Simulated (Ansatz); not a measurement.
## Worked example: correlation energy of C3H4, singlet

Geometry: MP2(full)/6-31G*, from the G2/97 set.

```xyz
7

C     0.0000    0.0000    0.8790
C     0.0000   -0.6505   -0.4781
C     0.0000    0.6505   -0.4781
H     0.9124    0.0000    1.4771
H    -0.9124    0.0000    1.4771
H     0.0000   -1.5841   -1.0177
H     0.0000    1.5841   -1.0177
```

Basis 6-31G; Ansatz 0.2.0. Only valence electrons are correlated (noble-gas cores frozen), which leaves 16 electrons in 32 orbitals. R marks a restricted (for open shells ROHF) determinant.

Full CI isn't at hand for all of this; RCCSDTQ serves as the reference, and is uncertain by about the last step of the cluster series.

Runs differ by some tens of microhartree through their thresholds, so steps under 0.03 kcal/mol mean nothing.

```json
{"level": "RHF", "total energy (hartree)": "-115.765319"}
{"level": "RMP2", "total energy (hartree)": "-116.035421"}
{"level": "RCCSD", "total energy (hartree)": "-116.064708"}
{"level": "RCCSD(T)", "total energy (hartree)": "-116.073723"}
{"level": "RCCSDT", "total energy (hartree)": "-116.074091"}
{"level": "RCCSDT(Q)", "total energy (hartree)": "-116.074994"}
{"level": "RCCSDTQ", "total energy (hartree)": "-116.074924"}
```

Problem. What is the correlation energy at RCCSDTQ, and what share of it do RMP2 and RCCSD(T) recover?

Solution. E(corr) = -116.074924 − (-115.765319) = -0.309605 hartree = -8.425 eV. RMP2: -0.270102 / -0.309605 = 87.24 %. RCCSD(T): -0.308404 / -0.309605 = 99.61 %.

Problem. By how many kcal/mol does RCCSD(T) miss RCCSDTQ (1 hartree = 627.509 kcal/mol), and which steps make up the rest?

Solution. -116.073723 − (-116.074924) = 0.001201 hartree = 0.75 kcal/mol. Steps: RCCSDT − RCCSD(T) = -0.23, RCCSDT(Q) − RCCSDT = -0.57, RCCSDTQ − RCCSDT(Q) = 0.04 kcal/mol. That is within 1 kcal/mol of the reference in this basis, which itself misses far more of the correlation at the basis-set limit.
